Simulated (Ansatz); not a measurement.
A nudged elastic band was laid between two geometries of BH4N + H2 (8 atoms, charge 0, multiplicity 1).

Theory: Ansatz 0.2.0, RKS B3LYP-D4/6-31G*.

```
movable images  : 7
climbing image  : yes
spring          : 5.0 eV/Å²
optimiser       : quadratic models (default)
start path      : through a guess of the saddle point
force threshold : 0.03 eV/Å
iteration limit : 60
end points      : relaxed
```

First end point:

```xyz
8
Properties=species:S:1:pos:R:3
B 0.101 -0.785 0.238
N 0.034 -0.260 1.528
H -0.830 -0.164 2.047
H 0.845 0.054 2.045
H 1.168 -0.866 -0.300
H -0.910 -1.136 -0.298
H -0.422 3.225 1.090
H -0.325 2.488 1.050
```

Last end point:

```xyz
8
Properties=species:S:1:pos:R:3
B 0.070 0.262 0.076
N -0.149 0.374 1.726
H -0.436 -0.522 2.121
H 0.712 0.658 2.194
H 0.946 -0.565 -0.058
H -1.007 -0.091 -0.350
H 0.392 1.379 -0.264
H -0.868 1.060 1.956
```

Which bonds break or form, and what moves?

Bonds broken: H7–H8. Bonds formed: B1–H7, N2–H8. BH4N + H2 becomes BH6N.

Give the energies along the band, and the barrier.

The run converged. The highest image is number 5 of 0 to 8, 43.1 kcal/mol above the first end and 42.0 kcal/mol above the last; the last end lies 1.1 kcal/mol above the first. Neighbouring images differ by up to 1.4 eV, so the band resolves the path poorly. A vibrational analysis at the climbing image gives one clearly imaginary mode, 1469i cm⁻¹: a first-order saddle point. The orbitals stay closed-shell, which can raise the energy where a bond breaks towards radicals; this wasn't checked here.

| image | path coordinate (Å) | energy (kcal/mol) | H7–H8 (Å) | B1–H7 (Å) | N2–H8 (Å) |
| --- | --- | --- | --- | --- | --- |
| 0 | 0.00 | 0.0 | 0.74 | 4.13 | 2.81 |
| 1 | 0.71 | 0.1 | 0.74 | 3.82 | 2.91 |
| 2 | 1.42 | 0.5 | 0.74 | 3.37 | 2.90 |
| 3 | 2.13 | 2.6 | 0.74 | 2.69 | 2.58 |
| 4 | 2.84 | 14.3 | 0.75 | 2.02 | 2.07 |
| 5 | 3.55 | 43.1 | 0.99 | 1.38 | 1.39 |
| 6 | 4.28 | 10.2 | 1.80 | 1.23 | 1.02 |
| 7 | 5.01 | 2.4 | 2.38 | 1.21 | 1.02 |
| 8 | 5.75 | 1.1 | 2.57 | 1.21 | 1.02 |

What is the geometry of the highest image?


```xyz
8
Properties=species:S:1:pos:R:3
B -0.006 0.106 0.281
N -0.048 0.250 1.852
H -0.855 -0.124 2.334
H 0.813 0.089 2.358
H 1.078 -0.129 -0.171
H -0.980 -0.392 -0.203
H -0.172 1.445 -0.014
H -0.170 1.311 0.963
```

Time of the run: 100 s on 1 thread of Arm Neoverse V1, with other jobs on the host, peak memory 0.09 GiB.
